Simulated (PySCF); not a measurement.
# H4N2: the cost of one run

Computed with PySCF 2.14.0. Level: levels as typed in each script, gas phase, geometry from GFN2-xTB.

## (1) The system as given

6 atoms, charge 0, spin multiplicity 1.

Bond lengths: N1–N2 1.466 Å, N1–H3 1.020 Å, N1–H4 1.019 Å, N2–H5 1.020 Å, N2–H6 1.019 Å. Angles: N2–N1–H3 105.6°, N2–N1–H4 105.6°, H3–N1–H4 106.1°, N1–N2–H5 105.6°, N1–N2–H6 105.6°, H5–N2–H6 106.1°.

Coordinates:

```xyz
6
H4N2
N     0.7184    0.0000   -0.1464
N    -0.7184    0.0000    0.1464
H     1.0962    0.8149    0.3359
H     1.0962   -0.8148    0.3359
H    -1.0962    0.8149   -0.3359
H    -1.0962   -0.8148   -0.3359
```

## (2) Density, bond paths and surface potential (wB97X/6-31g*)

The input, input.py:

```python
import numpy as np
from pyscf import gto, scf, dft
from pyscf.scf import atom_ks, atom_hf
from scipy.linalg import block_diag

def solve(mol, dm0=None, hcore=None):
    mf = (dft.UKS if mol.spin else dft.RKS)(mol, xc='wb97x')
    mf.grids.level = 3
    mf = mf.density_fit(auxbasis='def2-universal-jkfit')
    mf.conv_tol, mf.max_cycle = 1e-8, 80
    if hcore is not None:
        mf.get_hcore = lambda *args: hcore
    mf.kernel(dm0)
    if not mf.converged:
        mf = mf.newton().run(mf.mo_coeff, mf.mo_occ, max_cycle=30)
    assert mf.converged, 'SCF not converged'
    return mf

mol = gto.M(atom='''
N      0.71839    -0.00001    -0.14643
N     -0.71839    -0.00001     0.14643
H      1.09620     0.81489     0.33586
H      1.09620    -0.81485     0.33586
H     -1.09620     0.81489    -0.33586
H     -1.09620    -0.81485    -0.33586
''', basis='6-31g*', charge=0, spin=0, verbose=4)
mf = solve(mol)
mf.analyze()
# spherically averaged free atoms, for the promolecule
atm = atom_ks.get_atm_nrks(mol, xc='wb97x')
pro = block_diag(*[(atm[a[0]][2] * atm[a[0]][3]) @ atm[a[0]][2].T for a in mol._atom])
np.savez('result.npz', e=mf.e_tot, c=mf.mo_coeff, occ=mf.mo_occ, eps=mf.mo_energy, pro=pro, dip=mf.dip_moment(verbose=0), s2=mf.spin_square()[0])
```

Launch:

```
OMP_NUM_THREADS=1 python input.py
```

Q: Estimate wall time and peak memory on 1 thread of Intel Xeon Platinum 8259CL at 2.50GHz (Skylake/Cascade Lake), shared host.

About 4.1 s, with a peak of 0.21 GiB.
